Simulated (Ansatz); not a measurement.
Basis-set extrapolation for H4NOSi (`N[SiH2][O]`) radical (PBE0-D4/def2-TZVP geometry, frozen core, Ansatz). Multiplicity 2, UHF reference.

```tsv
	def2-TZVPP	def2-QZVPP
HF	-420.668391	-420.684343
MP2 correlation	-0.524231	-0.566944
CCSD(T) correlation	-0.579149	-0.618825
```

Energies in hartree. Use E(X) = E(∞) + A·exp(−7.88·√X) for Hartree–Fock and E(X) = E(∞) + B·X^(−2.97) for correlation, with X = 3 and 4.

Question: What is the CCSD(T) energy at the basis-set limit?

Answer: HF limit: -420.684343 + (-0.015952) × 0.13774 = -420.68654. Correlation limit: -0.618825 + (-0.039676) × 0.74074 = -0.64821. Total: -421.33475 hartree, 229.0 kJ/mol below CCSD(T)/def2-TZVPP.
